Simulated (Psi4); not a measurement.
# AlNH3Cl (SMILES [NH2][AlH][Cl]): PBE/6-31G(d) (density fitting, Cartesian functions, sweep point 3)

We compute a single-point energy of AlNH3Cl. Input form: a Python script.

The results are computed with Psi4 1.11.

8 further runs of the same task are left out: 8 set aside as unsound or not needed.

### Step 1. The molecule

AlNH3Cl has 6 atoms, charge 0, and is taken as a singlet. As SMILES, `[NH2][AlH][Cl]`. The shape is that of a PBE0-D4/def2-TZVP optimisation.

Bond lengths: N1–Al2 1.756 Å, Al2–Cl3 2.098 Å, N1–H4 1.007 Å, N1–H5 1.007 Å, Al2–H6 1.570 Å. Angles: N1–Al2–Cl3 117.5°, N1–Al2–H6 121.9°, Cl3–Al2–H6 120.6°, Al2–N1–H4 124.3°, Al2–N1–H5 125.0°, H4–N1–H5 110.7°.

### Step 2. A single-point energy at PBE/6-31G(d) (density fitting, Cartesian functions, sweep point 3)

Contents of job.py:

```python
import psi4

psi4.set_memory(1600000000)
psi4.set_num_threads(1)
psi4.core.set_output_file('output.dat', False)

geom = psi4.geometry("""
0 1
N     -0.631100     0.250900    -0.718800
Al     0.477600    -0.073800     0.603600
Cl     1.413500    -1.951500     0.645600
H     -1.134300     1.115000    -0.838800
H     -0.852600    -0.395100    -1.458900
H      0.769000     0.990400     1.721000
symmetry c1
""")

psi4.set_options({
    'basis': '6-31G*',
    'scf_type': 'df',
    'guess': 'gwh',
})

e = psi4.energy("pbe", molecule=geom)
print(f'pbe energy: {e:.10f} Eh')
```

The run is started by

```
$ python job.py
```

output.dat:

```text
[...]
  Running in c1 symmetry.
[...]
  Nuclear repulsion =  128.961912815538909
[...]
  Multiplicity = 1
[...]
  Nalpha       = 20
  Nbeta        = 20
[...]
    Number of basis functions: 59
[...]
   @DF-RKS iter   1:  -755.02747600457303   -7.55027e+02   5.23607e-02 ADIIS/DIIS
[...]
   @DF-RKS iter  12:  -758.84684332213601   -3.95084e-09   2.69532e-07 DIIS
[...]
    Orbital Energies [Eh]
    ---------------------
    Doubly Occupied:
       1A   -100.659347     2A    -55.407548     3A    -13.992576
       4A     -9.158580     5A     -6.979532     6A     -6.975217
       7A     -6.974475     8A     -3.948439     9A     -2.554832
      10A     -2.550690    11A     -2.547542    12A     -0.764220
      13A     -0.726902    14A     -0.442659    15A     -0.404998
      16A     -0.336308    17A     -0.299510    18A     -0.285887
      19A     -0.270345    20A     -0.227873
[...]
  @DF-RKS Final Energy:  -758.84684332213601
   => Energetics <=
    Nuclear Repulsion Energy =            128.9619128155389092
    One-Electron Energy =               -1305.9202970737180749
    Two-Electron Energy =                 472.6795027705094867
    DFT Exchange-Correlation Energy =     -54.5679618344663453
    Empirical Dispersion Energy =           0.0000000000000000
    VV10 Nonlocal Energy =                  0.0000000000000000
    Total Energy =                       -758.8468433221360101
[...]
 Multipole Moments:
 ------------------------------------------------------------------------------------
     Multipole            Electronic (a.u.)      Nuclear  (a.u.)        Total (a.u.)
 ------------------------------------------------------------------------------------
 L = 1.  Multiply by 2.5417464519 to convert [e a0] to [Debye]
 Dipole X            :          2.8461919           -3.5163349           -0.6701430
 Dipole Y            :         -3.6194152            4.2530646            0.6336494
 Dipole Z            :          1.5287207           -2.0346911           -0.5059704
 Magnitude           :                                                    1.0519550
[...]
```

Standard output:

```text
pbe energy: -758.8468433221 Eh
```

Run time: 4.5 s. Hardware: 1 thread of Intel Xeon Platinum 8488C (Sapphire Rapids), shared host; peak memory 0.4 GiB.

### Step 3. What came out

Level: PBE/6-31G* (density fitting, Cartesian functions, sweep point 3).

| quantity | value |
| --- | --- |
| total energy | -758.84684 Eh |
| dipole moment | 2.67 D |
| HOMO energy | -6.20 eV |
| LUMO energy | -1.07 eV |
| HOMO–LUMO gap | 5.13 eV |
